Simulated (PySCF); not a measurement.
# Gas-phase XPS of cyclopropanone, computed

Cyclopropanone, C3H4O.
Cartesian coordinates in Å at the PBE0-D3(BJ)/def2-SVP level; atoms count from 1:
```xyz
8
C3H4O angstrom
O     -1.3478    1.6412    0.1240
C     -0.5917    0.7208    0.0546
C      0.7967    0.2485    0.0655
C     -0.4050   -0.7251   -0.1015
H      1.4277    0.4400   -0.8096
H      1.3404    0.2321    1.0166
H     -0.6522   -1.3839    0.7383
H     -0.5681   -1.1736   -1.0878
```

Computed with delta-SCF UKS SCAN, pcX-2 on the ionised atom, pcseg-1 elsewhere, spin-free X2C (PySCF). These are vertical core ionisation energies against the vacuum level, from separate self-consistent calculations with and without the core hole.

Task: What binding energy does each computed site have?

Result: 
| atom(s) | bonded to | level | binding energy (eV) | above the level's lowest (eV) | count |
| --- | --- | --- | --- | --- | --- |
| O1 | C (double bond) | O 1s | 538.45 | 0.00 | 1 |
| C2 | O (double bond) and 2 C | C 1s | 293.88 | +2.51 | 1 |
| C3/C4 | 2 C and 2 H | C 1s | 291.37 | 0.00 | 2 |

The listed C 1s values span 2.51 eV, from C3/C4 (bonded to 2 C and 2 H) to C2 (bonded to O (double bond) and 2 C).

Task: Express the binding energy of O 1s of O1 in atomic units and per mole.

Result: 538.45 eV = 19.7877 Eh = 51953 kJ/mol.

The first atom of each set that the bonding makes equivalent was ionised and stands for the set. Spin contamination (⟨S²⟩ against 0.75 for a pure doublet) is marked for C 1s of C2 (0.86), which makes this value less certain. Isolated species at its PBE0-D3(BJ)/def2-SVP geometry, gas phase.

The run took 13 s of wall time on an x86-64 server with one thread, on a shared host.
